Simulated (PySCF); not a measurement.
## C₃H₄ClF: full NMR table

```
Formula                               : C3H4ClF
SMILES                                : F[C@@H]1C[C@@H]1Cl
InChI                                 : InChI=1S/C3H4ClF/c4-2-1-3(2)5/h2-3H,1H2/t2-,3+/m0/s1
Point group of the computed structure : C1
Degrees of unsaturation               : 1
Carbon signals                        : 3
Proton signals                        : 4
```

Bonds (- single, = double, # triple, : aromatic): F1-C2 1.356 Å, C2-C3 1.496 Å, C3-C4 1.502 Å, C4-Cl5 1.755 Å, C4-C2 1.499 Å. C2 carries H6; C3 carries H7, H8; C4 carries H9. Stereochemistry as in F[C@@H]1C[C@@H]1Cl. H7 is cis to F1 on the ring; H8 is trans to F1 on the ring.

PySCF 2.14 calculation with NMR shieldings at PBE0/pcSseg-1/GIAO and geometry: GFN2-xTB; gas phase, non-relativistic Hamiltonian, a single conformation.

References, each an isolated molecule treated in the same way: TMS for ¹H, ¹³C; ¹⁹F vs CFCl3.

| carbon | δC, type | δH (multiplicity) | HMBC from (2–3 bonds) | span of the C tensor (ppm) |
| --- | --- | --- | --- | --- |
| C2 | 72.9, CH | 4.50 (m) | H9, H8, H7 | 129 |
| C3 | 17.3, CH2 | H7 1.02 (m); H8 1.03 (m) | H6, H9 | 65 |
| C4 | 37.8, CH | 2.83 (m) | H6, H8, H7 | 93 |

Other nuclei:
```tsv
atoms	nucleus	environment	δ (ppm)	σ (ppm)
F1	¹⁹F	fluorine on an sp3 carbon	-245.8	416.7
```

1. Carbon types of the structure: 2 × CH, 1 × CH2, which accounts for all hydrogens.
2. δC 72.9, 37.8, 17.3: three-membered-ring carbon.
3. δH 4.50, 2.83, 1.03, 1.02: hydrogen on a three-membered-ring carbon.

Carbons that carry Cl, above all several Cl atoms, come out too deshielded, partly because spin–orbit coupling is missing. Splittings by ¹⁹F in the carbon and heteronuclear signals aren't shown, as no couplings were computed. Shifts are as computed. Against solution values, carbons near 30 ppm lie about +3 ppm off and those near 130 ppm about +5 ppm; carbons on Cl a further +6 ppm (rms about the fit 2.1 ppm; single classes can miss by 10 ppm). Of 1328 compounds with measured shifts, 309 miss one by over three times the rms of a fit or turn the order of signals round; such compounds aren't used in these exercises. Signals without a measured value on file couldn't be tested in this way; 1H shifts scatter by 0.2 ppm about their fit, and single ones miss by 0.5 ppm. Unscaled 19F shifts against computed CFCl3 carry errors that often reach 10 to 50 ppm. No couplings were computed; multiplicities are counted from neighbouring protons, with m where these are inequivalent, close in shift, in a saturated or five-membered ring or joined by F or P, and br s for small geminal =CH2 splittings.
